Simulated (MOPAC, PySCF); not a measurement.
C4H8, SMILES `C(/C)=C\C`, neutral singlet in the gas phase. 

Z-matrix (Å, degrees):
```
C
C 1 1.3273
H 1 1.0898 2 118.44
H 2 1.0898 1 118.44 3 180.00
C 2 1.4900 4 116.44 1 180.00
H 5 1.0919 2 111.35 4 180.00
H 5 1.0948 6 108.11 2 -122.49
H 5 1.0948 6 108.11 7 -115.02
C 1 1.4900 3 116.44 2 180.00
H 9 1.0919 1 111.35 3 180.00
H 9 1.0948 10 108.11 1 122.49
H 9 1.0948 10 108.11 11 115.02
```
Charge 0, spin multiplicity 1.

All levels are single points at this geometry (PBE0-D3(BJ)/def2-TZVP); Pople sets use spherical d functions. Orbital energies aren't observables, and empty levels follow the basis.

PM3 in MOPAC gives HOMO (eV) = -9.73.

Question: Estimate the HOMO (eV) from each of these levels: PBE-D3(BJ)/def2-TZVP in PySCF; PBE0-D3(BJ)/def2-TZVP in PySCF; B3LYP/3-21G in PySCF; B3LYP/6-31G* in PySCF; M06-2X/6-31G* in PySCF; PBE/6-31G* in PySCF; SVWN5/6-31G* in PySCF; HF/3-21G in PySCF; HF/6-31G* in PySCF; HF/STO-3G in PySCF; PM6 in MOPAC; PM7 in MOPAC.

Answer: 
| level | HOMO (eV) |
|---|---|
| PBE-D3(BJ)/def2-TZVP in PySCF | -5.78 |
| PBE0-D3(BJ)/def2-TZVP in PySCF | -6.90 |
| B3LYP/3-21G in PySCF | -6.45 |
| B3LYP/6-31G* in PySCF | -6.39 |
| M06-2X/6-31G* in PySCF | -7.90 |
| PBE/6-31G* in PySCF | -5.47 |
| SVWN5/6-31G* in PySCF | -5.56 |
| HF/3-21G in PySCF | -9.27 |
| HF/6-31G* in PySCF | -9.21 |
| HF/STO-3G in PySCF | -7.91 |
| PM6 in MOPAC | -9.53 |
| PM7 in MOPAC | -9.64 |
